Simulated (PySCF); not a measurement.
Compound: C3H3FO.
Cartesian coordinates in Å at the PBE0-D3(BJ)/def2-SVP level; atoms count from 1:
```
atom  x, y, z in Å
C1     0.9872    0.7719   -0.0772
C2     0.1410   -0.1013    0.4733
C3    -0.9898   -0.6348   -0.3103
O4    -1.2779   -0.3954   -1.4357
F5    -1.7252   -1.4821    0.4223
H6     0.8450    1.0942   -1.1130
H7     1.8321    1.1794    0.4828
H8     0.2444   -0.4508    1.5032
```

Level: wB97X-D/def2-SVPD in PySCF, non-relativistic, on one gas-phase PBE0-D3(BJ)/def2-SVP geometry that isn't relaxed in the solvent. The solvent is an IEF-PCM continuum (cavity from Bondi-type radii × 1.2). The model holds no explicit solvent molecules, cavitation or dispersion.

```json
{"medium": "gas phase", "total energy (Eh)": "-290.880608", "HOMO (eV)": "-10.779", "LUMO (eV)": "-0.329", "dipole (D)": "3.322"}
{"medium": "chloroform (ε = 4.711)", "total energy (Eh)": "-290.885942", "HOMO (eV)": "-10.577", "LUMO (eV)": "-0.190", "dipole (D)": "3.952"}
```

Problem. What is E(solvent) − E(gas) in chloroform, in kcal/mol?

Solution. -290.885942 − (-290.880608) = -0.005334 Eh = -3.35 kcal/mol.

Problem. Scale it by Onsager's factor (ε − 1)/(2ε + 1) to methanol (ε = 32.61), and compare with the calculation.

Solution. The factor goes from 0.356 to 0.477, a ratio of 1.341, which gives -4.49 kcal/mol. The calculation gives -4.55 kcal/mol (total energy -290.887858 Eh), so the scaled value is 1.4 % too small in size.

Problem. Scale the changes of the other columns the same way. What are the values in methanol?

Solution. 
```tsv
quantity	scaled	computed	difference
HOMO (eV)	-10.508	-10.519	+0.011
LUMO (eV)	-0.143	-0.158	+0.015
dipole (D)	4.166	4.185	-0.019
```

Problem. How does each lowering split into the polarisation term (half the interaction with the induced surface charges) and the distortion of the solute's density?

Solution. chloroform: -3.80 + 0.45 kcal/mol, the distortion taking back 12 % of the polarisation term; methanol: -5.41 + 0.86 kcal/mol, the distortion taking back 16 % of the polarisation term.

Note: wB97X-D ran without an empirical dispersion term, which enters the total energy and its gradient alone.
